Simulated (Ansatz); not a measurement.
Geometry optimisation, RHF/def2-SVP in Ansatz 0.2.0.

Input file:

```yaml
crystal:
  periodic: [false, false, false]
  atoms:
    - { symbol: B, position_ang: [0.0, 0.0, 0.0] }
    - { symbol: F, position_ang: [0.0, 0.0, 1.67] }
    - { symbol: "N", position_ang: [1.3423, 0.0, -0.775] }
    - { symbol: H, position_ang: [1.8089, -0.9179, -1.0268] }
    - { symbol: H, position_ang: [1.7937, 0.9179, -1.0532] }
    - { symbol: H, position_ang: [-1.0305, 0.0, -0.595] }
    - { symbol: H, position_ang: [0.0668, 1.4124, 0.4698] }
    - { symbol: H, position_ang: [0.0526, 1.1131, 1.3144] }
basis:
  gaussian: { orbitals: def2-SVP }
hamiltonian:
  xc: hf
relax:
  f_tol: 0.15
  max_steps: 25
  restrain:
    - { distance: [0, 6], at: 2.39, k: 30.0 }
    - { distance: [7, 1], at: 2.12, k: 30.0 }
    - { distance: [0, 1], at: 1.32, k: 30.0 }
    - { distance: [7, 6], at: 0.66, k: 30.0 }
```

Run as:

```bash
$ ansatz run input.yaml --threads 1 --pin off --max-ram 2048MiB --backend cpu --events-out ev --progress --plain --runs-dir out
```

**Question.** Where does it end, and by what steps?

**Answer.** The run converged. The restraints hold the end off the free minimum. After 10 steps the energy has fallen by 4.687 eV (the restraints' own energy left out); H5 moved furthest, 1.12 Å.

```csv
step,energy less start (eV),largest force component (eV/Å),accepted
0,0.0000,3.805,yes
1,-1.1537,3.291,yes
2,-2.2390,4.076,yes
3,-3.1674,2.673,yes
4,-3.6937,1.195,yes
5,-3.8856,1.106,yes
6,-4.1528,1.167,yes
7,-4.3915,1.047,yes
8,-4.5876,0.985,yes
9,-4.6807,1.267,yes
10,-4.6872,1.288,yes
```

```xyz
8
Properties=species:S:1:pos:R:3
B 0.060 -0.144 -0.116
F 0.023 -0.589 1.135
N 1.281 -0.122 -0.783
H 2.122 -0.449 -0.359
H 1.374 0.144 -1.739
H -0.957 0.193 -0.648
H 0.093 1.985 0.996
H 0.038 1.508 1.518
```

Run time: 4.6 s on 1 thread of AMD EPYC 9R45 96-Core Processor (Zen 5), with other jobs on the host, peak memory 0.14 GiB.
